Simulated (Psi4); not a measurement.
# triplet SiPH3F−: levels of theory compared

Aim: a comparison of 4 runs (UHF/STO-3G, UDSD-PBEP86/def2-SVPD, UHSE06/def2-SVPD, UTPSSh/def2-SVPD) of triplet SiPH3F−. 

The results are computed with Psi4 1.11.

### 1 The structure to begin with

The species is SiPH3F− (6 atoms), meant as a triplet with charge -1. SMILES of the parent species: `F[SiH-]P`. Geometry: relaxed at GFN2-xTB. This is one conformer, not always the lowest. That shape belongs to the parent species and isn't relaxed for this state.

Bond lengths: F1–Si2 1.693 Å, Si2–P3 2.254 Å, Si2–H4 1.511 Å, P3–H5 1.375 Å, P3–H6 1.378 Å. Angles: F1–Si2–P3 103.0°, F1–Si2–H4 93.4°, P3–Si2–H4 95.0°, Si2–P3–H5 89.3°, Si2–P3–H6 94.1°, H5–P3–H6 91.4°.

### 2 Energy and forces at UHF/STO-3G (run 1)

File fh3psi.inp:

```
memory 1.6 GB

molecule geom {
  -1 3
  F     -1.456900    -1.503930     0.661640
  Si    -0.794380    -0.477720    -0.510070
  P      0.796600     0.637220     0.633420
  H      0.142930    -1.538260    -1.038220
  H      1.290210     1.120130    -0.555580
  H      0.021550     1.762560     0.808810
  symmetry c1
}

set globals {
  basis STO-3G
  reference uhf
  puream true
  e_convergence 1e-09
  d_convergence 1e-08
  scf_type pk
  maxiter 200
}

e, wfn = gradient("scf", return_wfn=True)
oeprop(wfn, "LOWDIN_CHARGES", "DIPOLE", "MAYER_INDICES", title="SCF")
```

Run with:

```
psi4 fh3psi.inp fh3psi.out -n 1
```

fh3psi.out:

```text
[...]
  Running in c1 symmetry.
[...]
  Nuclear repulsion =  141.611045252067555
[...]
  Multiplicity = 3
[...]
  Nalpha       = 22
  Nbeta        = 20
[...]
    Number of basis functions: 26
[...]
   @UHF iter   1:  -721.77913721168272   -1.71334e+00   7.78336e-03 DIIS/ADIIS
[...]
   @UHF iter  32:  -721.85161913163631   -3.41061e-13   3.05979e-09 DIIS
[...]
   @S^2 Observed:                2.010922508E+00
[...]
    Orbital Energies [Eh]
    ---------------------
    Alpha Occupied:
       1A    -78.602506     2A    -67.511327     3A    -25.396767
       4A     -6.933770     5A     -5.540486     6A     -4.757813
       7A     -4.756518     8A     -4.755181     9A     -3.575695
      10A     -3.565636    11A     -3.556201    12A     -1.092396
      13A     -0.556693    14A     -0.337733    15A     -0.232915
      16A     -0.174845    17A     -0.130138    18A     -0.118753
      19A     -0.080981    20A     -0.038241    21A      0.045161
      22A      0.369468
    Alpha Virtual:
      23A      0.688665    24A      0.733315    25A      0.860699
[...]
  @UHF Final Energy:  -721.85161913163631
   => Energetics <=
    Nuclear Repulsion Energy =            141.6110452520675551
    One-Electron Energy =               -1304.6025861858690860
    Two-Electron Energy =                 441.1399218021653610
    Total Energy =                       -721.8516191316361983
  UHF NO Occupations:
  HONO-2 :   20  A 1.9956741
  HONO-1 :   21  A 1.0000000
[...]
  -Total Gradient:
     Atom            X                  Y                   Z
    ------   -----------------  -----------------  -----------------
       1        0.040634798318     0.101197960524    -0.050272289683
       2       -0.040617768817    -0.117229347701     0.041240359798
       3        0.016377565132     0.005547569157     0.031345292716
       4        0.007055662670     0.039536618290    -0.016613893713
       5       -0.021764378018    -0.019397716285    -0.001239907628
       6       -0.001685879285    -0.009655083996    -0.004459561484
[...]
 Multipole Moments:
 ------------------------------------------------------------------------------------
     Multipole            Electronic (a.u.)      Nuclear  (a.u.)        Total (a.u.)
 ------------------------------------------------------------------------------------
 L = 1.  Multiply by 2.5417464519 to convert [e a0] to [Debye]
 Dipole X            :         -2.4200427            2.2727521           -0.1472907
 Dipole Y            :         -1.5729315            2.3323137            0.7593822
 Dipole Z            :          2.1601386           -2.1593276            0.0008110
 Magnitude           :                                                    0.7735351
[...]
```

It took 2.7 s on 1 thread of AMD EPYC 7R43 (Zen 3), shared host; peak memory 0.18 GiB.

### 3 A single-point energy at UDSD-PBEP86/def2-SVPD (density fitting for correlation) (run 2)

File job.inp:

```
memory 1600 mb

molecule {
  -1 3
  F     -2.75314199    -2.84201581     1.25031839
  Si    -1.50116064    -0.90275996    -0.96389260
  P      1.50535583     1.20417128     1.19699032
  H      0.27009855    -2.90689011    -1.96195146
  H      2.43814354     2.11673892    -1.04989404
  H      0.04072360     3.33075568     1.52842939
  units au
  symmetry c1
  no_reorient
  no_com
}

set {
  basis def2-SVPD
  reference uks
  puream true
  e_convergence 1e-09
  d_convergence 1e-08
  scf_type pk
  dft_radial_points 99
  dft_spherical_points 590
  num_frozen_docc 11
  maxiter 200
}

energy("dsd-pbep86")
print_variables()
```

Run with:

```
psi4 job.inp job.out -n 1
```

job.out:

```text
[...]
  Running in c1 symmetry.
[...]
  Nuclear repulsion =  141.611045440840712
[...]
  Multiplicity = 3
[...]
  Nalpha       = 22
  Nbeta        = 20
[...]
    Number of basis functions: 95
[...]
   @UKS iter   1:  -731.07305484649009   -4.41602e-01   4.55375e-03 ADIIS/DIIS
[...]
   @UKS iter  23:  -731.18870264601196   -9.66338e-12   7.22966e-09 DIIS
[...]
   @S^2 Observed:                2.007616916E+00
[...]
    Orbital Energies [Eh]
    ---------------------
    Alpha Occupied:
       1A    -78.731889     2A    -67.680609     3A    -25.503873
       4A     -6.984076     5A     -5.676648     6A     -4.971937
       7A     -4.971369     8A     -4.970136     9A     -3.873694
      10A     -3.870784    11A     -3.868153    12A     -1.198732
      13A     -0.624111    14A     -0.470829    15A     -0.379945
      16A     -0.368872    17A     -0.339937    18A     -0.312293
      19A     -0.224903    20A     -0.195337    21A     -0.123937
      22A      0.062384
    Alpha Virtual:
      23A      0.214210    24A      0.221479    25A      0.255041
[...]
  @UKS Final Energy:  -731.18870264601196
   => Energetics <=
    Nuclear Repulsion Energy =            141.6110454408407122
    One-Electron Energy =               -1304.0542769489684360
    Two-Electron Energy =                 447.1298783963765118
    DFT Exchange-Correlation Energy =     -15.8753495342608844
    Empirical Dispersion Energy =           0.0000000000000000
    VV10 Nonlocal Energy =                  0.0000000000000000
    Total Energy =                       -731.1887026460119614
[...]
 Multipole Moments:
 ------------------------------------------------------------------------------------
     Multipole            Electronic (a.u.)      Nuclear  (a.u.)        Total (a.u.)
 ------------------------------------------------------------------------------------
 L = 1.  Multiply by 2.5417464519 to convert [e a0] to [Debye]
 Dipole X            :         21.8258710          -20.4652237            1.3606472
 Dipole Y            :         18.7597770          -17.6136080            1.1461690
 Dipole Z            :        -14.3420599           14.2298078           -0.1122521
 Magnitude           :                                                    1.7826006
[...]
```

Run time: 60 s. Hardware: 1 thread of AMD EPYC 7R43 (Zen 3), shared host; peak memory 0.77 GiB.

Run 3 isn't shown in full; the table further down has it.

### 4 Energy and gradient at UTPSSh/def2-SVPD (run 4)

File calc.py:

```python
import psi4

psi4.set_memory(1600000000)
psi4.set_num_threads(1)
psi4.core.set_output_file('psi4.out', False)

molecule = psi4.geometry("""
-1 3
F     -2.75314199    -2.84201581     1.25031839
Si    -1.50116064    -0.90275996    -0.96389260
P      1.50535583     1.20417128     1.19699032
H      0.27009855    -2.90689011    -1.96195146
H      2.43814354     2.11673892    -1.04989404
H      0.04072360     3.33075568     1.52842939
units au
symmetry c1
""")

psi4.set_options({
    'reference': 'uks',
    'puream': True,
    'e_convergence': 1e-09,
    'd_convergence': 1e-08,
    'scf_type': 'pk',
    'dft_radial_points': 99,
    'dft_spherical_points': 590,
    'maxiter': 200,
})

result = psi4.gradient("tpssh/def2-SVPD")
print('gradient / Eh bohr^-1')
print(result.np.round(6))
```

Run with:

```
python calc.py
```

psi4.out, cut to the lines that bear on the results:

```text
[...]
  Running in c1 symmetry.
[...]
  Nuclear repulsion =  141.611045440840684
[...]
  Multiplicity = 3
[...]
  Nalpha       = 22
  Nbeta        = 20
[...]
    Number of basis functions: 95
[...]
   @UKS iter   1:  -732.03368338621146   -1.76959e-01   5.85195e-03 DIIS/ADIIS
[...]
   @UKS iter  20:  -732.21453111568076   -2.72848e-12   2.29275e-09 DIIS
[...]
   @S^2 Observed:                2.004620233E+00
[...]
  @UKS Final Energy:  -732.21453111568076
   => Energetics <=
    Nuclear Repulsion Energy =            141.6110454408406838
    One-Electron Energy =               -1304.1197552365524643
    Two-Electron Energy =                 480.8185405616843582
    DFT Exchange-Correlation Energy =     -50.5243618816532276
    Empirical Dispersion Energy =           0.0000000000000000
    VV10 Nonlocal Energy =                  0.0000000000000000
    Total Energy =                       -732.2145311156807566
[...]
 Multipole Moments:
 ------------------------------------------------------------------------------------
     Multipole            Electronic (a.u.)      Nuclear  (a.u.)        Total (a.u.)
 ------------------------------------------------------------------------------------
 L = 1.  Multiply by 2.5417464519 to convert [e a0] to [Debye]
 Dipole X            :         -1.4562327            2.2727521            0.8165194
 Dipole Y            :         -1.6585397            2.3323137            0.6737740
 Dipole Z            :          2.3995299           -2.1593276            0.2402023
 Magnitude           :                                                    1.0855287
[...]
  -Total Gradient:
     Atom            X                  Y                   Z
    ------   -----------------  -----------------  -----------------
       1        0.009336963256     0.011000130504    -0.013824605737
       2       -0.006645661407    -0.001087661389     0.008877003821
       3        0.002137473364     0.012676266221    -0.016898422241
       4        0.003613826638     0.010668718685     0.011854371866
       5       -0.018825356680    -0.010829630035     0.019326885300
       6        0.010356756559    -0.022391832687    -0.009356722303
[...]
```

On the terminal:

```text
gradient / Eh bohr^-1
[[ 0.009337  0.011    -0.013825]
 [-0.006646 -0.001088  0.008877]
 [ 0.002137  0.012676 -0.016898]
 [ 0.003614  0.010669  0.011854]
 [-0.018825 -0.01083   0.019327]
 [ 0.010357 -0.022392 -0.009357]]
```

Wall time 2.8 min (1 thread of AMD EPYC 7R43 (Zen 3), shared host); peak memory 0.89 GiB.

### 5 Overview of the runs

```
run                                                    level      task  frozen core orbitals  energy (Eh)  HOMO energy (eV)   ⟨S²⟩  largest force (eV/Å)  wall time
  1                                               UHF/STO-3G  gradient                     0  -721.851619             10.05  2.011                 6.723      2.7 s
  2  UDSD-PBEP86/def2-SVPD (density fitting for correlation)    energy                    11  -731.418110              1.70  2.008                     –       60 s
  3                                         UHSE06/def2-SVPD  gradient                     0  -731.873223              3.10  2.004                 1.560    1.7 min
  4                                         UTPSSh/def2-SVPD  gradient                     0  -732.214531              3.16  2.005                 1.495    2.8 min
```

### 6 What came out

| quantity | value |
| --- | --- |
| run 4: total energy | -732.21453 Eh |
| run 4: HOMO energy (highest over α and β) | 3.16 eV |
| run 4: ⟨S²⟩ | 2.005 |
| run 4: largest force on an atom | 1.495 eV/Å |

In words: Totals of different functionals can't be ranked against each other. In runs 1, 2, 3, 4 the HOMO lies above zero, so the outermost electron may be held by the basis alone. In run 1 the basis is minimal, so the values are rough. All runs together took 5.6 min, the longest 2.8 min.
